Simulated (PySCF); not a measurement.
Input of a run (PBE0-D3(BJ)/def2-SVP geometry optimisation, gas phase (PySCF 2.14.0)), started from GFN2-xTB:
```
{"job": {"xc": "PBE0", "basis": "def2-SVP", "d3": "d3bj", "grid": 1, "shake": 0.01, "kind": "geom"}, "charge": 0, "multiplicity": 1}
C     -1.013770    -0.114610    -0.050690
O      0.209830    -0.669530     0.319180
C      1.288420     0.038760     0.087920
O      1.412060     1.128370    -0.402220
H     -1.573160    -0.827610    -0.667880
H     -0.869040     0.830690    -0.627600
H     -1.591430     0.132710     0.849540
H      2.192240    -0.537930     0.439290
```

Output (energies in Eh, forces in Eh/bohr):
```
step   0  E = -228.63882506  max force = 0.044265
step   1  E = -228.63920689  max force = 0.018715
step   2  E = -228.63864288  max force = 0.020650
step   3  E = -228.64071808  max force = 0.008115
step   4  E = -228.64125332  max force = 0.001833
step   5  E = -228.64126647  max force = 0.001764
step   6  E = -228.64127381  max force = 0.000548
step   7  E = -228.64127544  max force = 0.000121
optimisation converged
```

Summarise the run.

The energy falls by 6.4 kJ/mol over 8 energy and gradient evaluations, the largest force component goes from 0.0443 to 1.2e-04 Eh/bohr, and the atoms move by 0.064 Å rms after alignment. The bond that changes most is C1–O2 (ends: methoxy carbon; ester single-bonded oxygen), which lengthens by 0.027 Å. Bonds longer at the end by more than 0.005 Å: 2 of 7; shorter: 2. Among the angles that change most is O4–C3–H8, from 120.6° to 124.8°. The energy rose by more than 1e-6 Eh at step 2. The first step brought 16 % of the lowering.

What are the final bond lengths?

C1–O2 1.421 Å, O2–C3 1.332 Å, C3=O4 1.197 Å, C1–H5 1.099 Å, C1–H6 1.098 Å, C1–H7 1.099 Å, C3–H8 1.110 Å. Numbering counts from 1 in the input's order; the species is `C(OC)=O` (methyl formate).

The run used 76 basis functions and 58 SCF cycles in all.

Stationary, but not proved a minimum. The numbers are those of one conformer.

The values belong to the conformer `[CH3:1][O:2][CH:3]=[O:4]`: C1–O2–C3–O4 0°.
